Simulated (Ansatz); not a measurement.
# C3H5F3: one species, many methods

An exercise on one series of results from a longer session: the logs are not shown, and one member is left open.

Program: Ansatz 0.2.0, Gaussian basis. Level of theory: functionals in def2-TZVPP, the program's frozen cores in correlated methods. These are calculated values, not measurements.

The runs, in order: PBE-D4, r2SCAN-D4, PBE0-D4, B3LYP-D4, ωB97X-V, ωB97M-V, B2PLYP; CCSD(T)/def2-TZVPP; MP2/def2-QZVPP; extrapolation to the limit.

### Structure used throughout

All runs share one geometry, relaxed beforehand with PBE0-D4 in a triple-zeta def2 set.

SMILES `CC(F)C(F)F`, 11 atoms, charge 0, spin multiplicity 1.

Atoms are counted from 1 here; the program's logs count them from 0.

Bond lengths: C1–C2 1.505 Å, C1–H7 1.090 Å, C1–H8 1.092 Å, C1–H9 1.091 Å, C2–F3 1.383 Å, C2–C4 1.516 Å, C2–H10 1.095 Å, C4–F5 1.351 Å, C4–F6 1.357 Å, C4–H11 1.096 Å. Angles: C2–C1–H7 109.6°, C2–C1–H8 110.7°, C2–C1–H9 110.4°, H7–C1–H8 108.5°, H7–C1–H9 108.7°, H8–C1–H9 108.8°, C1–C2–F3 109.7°, C1–C2–C4 112.9°, C1–C2–H10 111.8°, F3–C2–C4 106.6°, F3–C2–H10 107.7°, C4–C2–H10 108.0°, C2–C4–F5 110.2°, C2–C4–F6 109.2°, C2–C4–H11 112.5°, F5–C4–F6 107.6°, F5–C4–H11 108.4°, F6–C4–H11 108.8°.

Set-up of the first run:

The input, in.yaml:

```yaml
crystal:
  periodic: [false, false, false]
  atoms:
    - {symbol: C, position_ang: [0.178426, -0.886545, 0.940620]}
    - {symbol: C, position_ang: [0.545088, 0.171380, -0.064562]}
    - {symbol: F, position_ang: [1.407694, -0.360327, -1.005839]}
    - {symbol: C, position_ang: [-0.653658, 0.700474, -0.826327]}
    - {symbol: F, position_ang: [-0.276807, 1.702462, -1.650023]}
    - {symbol: F, position_ang: [-1.553490, 1.208098, 0.053228]}
    - {symbol: H, position_ang: [1.081890, -1.265006, 1.419658]}
    - {symbol: H, position_ang: [-0.332164, -1.720941, 0.454475]}
    - {symbol: H, position_ang: [-0.476776, -0.471132, 1.707102]}
    - {symbol: H, position_ang: [1.049593, 1.022260, 0.406098]}
    - {symbol: H, position_ang: [-1.144397, -0.073824, -1.426331]}
basis:
  gaussian: {orbitals: def2-TZVPP}
hamiltonian: {xc: pbe, dispersion: d4}
output: {forces: true, orbitals: {seedname: orbitals}}
```

Steps of the session up to this table: PBE-D4 (GGA); r2SCAN-D4 (meta-GGA); PBE0-D4 (hybrid); B3LYP-D4 (hybrid); ωB97X-V (range-separated); ωB97M-V (range-separated); B2PLYP (double hybrid); CCSD(T) in def2-TZVPP; MP2 in def2-QZVPP.

One table of the session follows, with a row left open; its other results are not shown here.

```
            method  atomisation energy (kcal/mol)
            PBE-D4                         1073.0
         r2SCAN-D4                         1045.2
           PBE0-D4                         1046.5
          B3LYP-D4                         1037.7
           ωB97X-V                         1043.8
           ωB97M-V                              ?
            B2PLYP                         1030.1
     HF/def2-TZVPP                          753.5
    MP2/def2-TZVPP                         1041.5
   CCSD/def2-TZVPP                          998.9
CCSD(T)/def2-TZVPP                         1015.2
           MP2/CBS                         1066.9
       CCSD(T)/CBS                         1040.5
```

Estimate the missing values for ωB97M-V.

The run gave: atomisation energy (kcal/mol): 1044.2. In the column «atomisation energy (kcal/mol)» it lies between ωB97X-V (1043.8) and r2SCAN-D4 (1045.2).

To keep in mind: Free atoms (3 C, 3 F, 5 H) were run apart at each level; the atomisation energy is their sum less the molecule, without zero-point or spin-orbit terms.
